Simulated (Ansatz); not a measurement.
# H5NOSi: the cost of one run

All numbers below are computed with Ansatz 0.2.0 (RKS PBE/def2-SVP).

### 1 The system as given

Bond lengths: Si1–H2 1.660 Å, Si1–N3 2.020 Å, N3–H4 1.060 Å, N3–H5 1.060 Å, Si1–H6 1.459 Å, Si1–O7 1.679 Å, O7–H8 1.010 Å. Angles: H2–Si1–N3 45.6°, H2–Si1–H6 121.5°, H2–Si1–O7 121.5°, N3–Si1–H6 122.8°, N3–Si1–O7 122.8°, H6–Si1–O7 109.5°, Si1–N3–H4 114.2°, Si1–N3–H5 114.5°, H4–N3–H5 120.0°, Si1–O7–H8 109.5°.

Structure file:

```xyz
8

Si    0.0000    0.0000    0.0000
H     0.8198    0.0000    1.4434
N     1.9526    0.0000    0.5176
H     2.4509   -0.9180    0.3369
H     2.4539    0.9180    0.3453
H    -0.6877    1.1914   -0.4862
O    -0.7913   -1.3709   -0.5594
H    -1.2459   -1.8365    0.2129
```

### 2 A restrained relaxation towards end A

Springs on the bonds that form and break draw the guess towards this end; the thresholds are loose.

File input.yaml:

```yaml
crystal:
  periodic: [false, false, false]
  atoms:
    - { symbol: Si, position_ang: [0.0, 0.0, 0.0] }
    - { symbol: H, position_ang: [0.8198, 0.0, 1.4434] }
    - { symbol: "N", position_ang: [1.9526, 0.0, 0.5176] }
    - { symbol: H, position_ang: [2.4509, -0.918, 0.3369] }
    - { symbol: H, position_ang: [2.4539, 0.918, 0.3453] }
    - { symbol: H, position_ang: [-0.6877, 1.1914, -0.4862] }
    - { symbol: O, position_ang: [-0.7913, -1.3709, -0.5594] }
    - { symbol: H, position_ang: [-1.2459, -1.8365, 0.2129] }
basis:
  gaussian: { orbitals: def2-SVP }
hamiltonian:
  xc: pbe
relax:
  f_tol: 0.15
  max_steps: 25
  restrain:
    - { distance: [1, 2], at: 2.26, k: 30.0 }
    - { distance: [0, 1], at: 1.46, k: 30.0 }
    - { distance: [0, 2], at: 1.82, k: 30.0 }
output:
  orbitals: {}
```

Launch:

```console
$ ansatz run input.yaml --threads 1 --pin off --max-ram 2048MiB --backend cpu --events-out ev --progress --plain --runs-dir out
```

What time and memory should one allow on 1 thread of Arm Neoverse V1, shared host?

About 21 s, with a peak of 0.13 GiB.
